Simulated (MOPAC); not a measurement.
MOPAC input (PM3):

```
PM3 PRECISE GNORM=0.05 LET XYZ UHF MS=0.5 GEO-OK AUX(PRECISION=9) THREADS=1
C4H5

C    -0.00304570 1   -0.15641480 1    2.06744886 1
C    -0.00102067 1   -0.05592749 1    0.70608771 1
C     0.00080695 1    0.03228757 1   -0.51321328 1
C     0.00285697 1    0.15186452 1   -1.95874397 1
H    -0.93121596 1   -0.20490266 1    2.62122401 1
H     0.92347531 1   -0.19046764 1    2.62504838 1
H    -0.00468476 1    1.20230164 1   -2.26611604 1
H     0.89181721 1   -0.31201186 1   -2.39299250 1
H    -0.87697708 1   -0.32577834 1   -2.39663976 1
```

What heat of formation does the run end on?

59.29 kcal/mol.

The determinant is spin-contaminated: <S^2> is 0.89 against 0.75 for a pure state.
